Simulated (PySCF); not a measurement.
Stationary points of S₃

Level of theory: PySCF, PBE0, basis S def2-TZVP (no relativity, density fitting).

Relaxations began from a few typed shapes. The search is not exhaustive: other isomers or separated fragments can lie lower, and high-lying points may rest on an excited occupation.

```json
{"spin": "singlet", "group": "C2v", "bonds": "S–S 1.905 Å (×2)", "angles": "S–S–S 118.1°", "imaginary modes (cm⁻¹)": "none", "ΔE (kJ/mol)": "0.0", "ΔE with ZPE (kJ/mol)": "0.0"}
{"spin": "singlet", "group": "D∞h", "bonds": "S–S 1.933 Å (×2)", "angles": "S–S–S 180.0°", "imaginary modes (cm⁻¹)": "977i, 976i", "ΔE (kJ/mol)": "307.4", "ΔE with ZPE (kJ/mol)": "–"}
```

The lowest minimum found is the singlet C2v: S–S 1.905 Å (×2); S–S–S 118.1°.

The electron or spin density has lower symmetry than the nuclear frame for the singlet D∞h at 307.4 kJ/mol.
